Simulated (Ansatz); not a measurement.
Molecule: propyl chloride, C$_{3}$H$_{7}$Cl, charge 0, multiplicity 1. SMILES: C(C)CCl
Coordinates optimised at B3LYP-D3(BJ)/def2-TZVP (Ansatz, a quantum-chemistry and plane-wave program):
```
C
H 1 1.0920
H 1 1.0920 2 106.81
C 1 1.5158 2 109.09 3 117.79
H 4 1.0883 1 111.73 2 -177.01
H 4 1.0883 5 108.92 1 123.92
C 1 1.5283 2 110.25 3 -119.79
H 7 1.0907 1 110.74 2 58.84
H 7 1.0923 8 107.73 1 -121.98
H 7 1.0923 8 107.73 9 -116.03
Cl 4 1.8082 5 106.18 6 113.97
```

Property: atomisation energy, in kcal/mol. Terms: 6-311+G** with 5d, 6d on Na to Ar in Ansatz; atomisation electronic, to ground-state atoms; valence correlation only; dispersion terms only where a functional's name holds one; non-relativistic; spin-orbit terms left out; 6-31G* and kin with 6d, 5d where marked; LANL2DZ with its own core potentials from Na on; open shells spin-unrestricted. Basis-set limits of correlation are two-point, X^-3; Hartree-Fock from the larger set. [CCSD(T)-MP2]/basis is that difference in the basis named. Ab initio and DFT rows: single points at B3LYP-D3(BJ) geometries (Ansatz).

Coupled cluster (Ansatz) is a level with limits of its own, used here on species with T1 under 0.025 (0.045 for open shells) and stable references: RI-MP2/CBS(cc-pV(T+d)Z,cc-pV(Q+d)Z)+[CCSD(T)-MP2]/cc-pV(T+d)Z.

Value to compare with, RI-MP2/CBS(cc-pV(T+d)Z,cc-pV(Q+d)Z)+[CCSD(T)-MP2]/cc-pV(T+d)Z (Ansatz): 986.6 kcal/mol.

```
level             program  atomisation energy (kcal/mol)  difference
----------------  -------  -----------------------------  ----------
B3LYP/STO-3G       Ansatz                         1170.8       184.2
B3LYP/3-21G        Ansatz                          967.2       -19.4
B3LYP/LANL2DZ      Ansatz                          951.9       -34.7
B3LYP/6-31G        Ansatz                          959.1       -27.5
B3LYP/6-31G*       Ansatz                          980.8        -5.8
B3LYP/6-31+G*      Ansatz                          973.2       -13.4
B3LYP/6-31G**      Ansatz                          986.8         0.2
B3LYP/def2-SVP     Ansatz                          981.8        -4.8
B3LYP/cc-pVDZ      Ansatz                          965.0       -21.6
B3LYP/6-311+G**    Ansatz                          973.3       -13.3
B3LYP/def2-TZVPD   Ansatz                          977.6        -9.0
```

Among the 10 habitual levels, B3LYP/STO-3G lies farthest from RI-MP2/CBS(cc-pV(T+d)Z,cc-pV(Q+d)Z)+[CCSD(T)-MP2]/cc-pV(T+d)Z (Ansatz) (184.2 kcal/mol) and B3LYP/6-31G** nearest (0.2); 2 of 10 lie above it, and their mean absolute difference is 32.5 kcal/mol, the median 16.4. One case shows no general order.

The sets are all those run for this method; runs whose electronic state is in doubt are left out.
